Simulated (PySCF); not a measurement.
A geometry optimisation on `NN` (N2H4).

Computed with PBE0-D3(BJ)/def2-SVP geometry optimisation, gas phase (PySCF 2.14.0). Start geometry: GFN2-xTB. The command runs a driver script over a list of jobs; the input below is this job's line of settings and its coordinates in Å.

Command:
```bash
OMP_NUM_THREADS=1 python probes_run.py task.json out
```

Input:
```
{"job": {"xc": "PBE0", "basis": "def2-SVP", "d3": "d3bj", "grid": 1, "kind": "geom"}, "charge": 0, "multiplicity": 1}
N     -0.689146    -0.157837     0.249275
N      0.699247     0.163867     0.219341
H     -1.201924     0.701498     0.424485
H     -1.025949    -0.559513    -0.627960
H      1.219451    -0.691476     0.392368
H      1.001443     0.545450    -0.679084
```

Output:
```
step   0  E = -111.65063411  max force = 0.014101
step   1  E = -111.64865387  max force = 0.022366
step   2  E = -111.65035941  max force = 0.009577
step   3  E = -111.65101599  max force = 0.004374
step   4  E = -111.65117652  max force = 0.001370
step   5  E = -111.65121691  max force = 0.000850
step   6  E = -111.65122968  max force = 0.000361
optimisation converged
```

Energies in Eh; «max force» is the largest Cartesian gradient component in Eh/bohr.

Task: How much energy does the optimisation release, in kcal/mol?

Result: E(step 0) − E(last step) = 0.000596 Eh, which is 0.4 kcal/mol.

Task: At which steps does the energy rise by more than 1e-5 Eh?

Result: At step 1 (+1.98 mEh).

Main results: final energy -111.65123 Eh after 6 steps; dipole 2.01 D.

Task: Estimate the wall time. Hardware: x86-64 server, one thread, shared host.

Result: About 2.3 s.
Labels such as C1 count atoms from 1, the log's own numbers from 0.
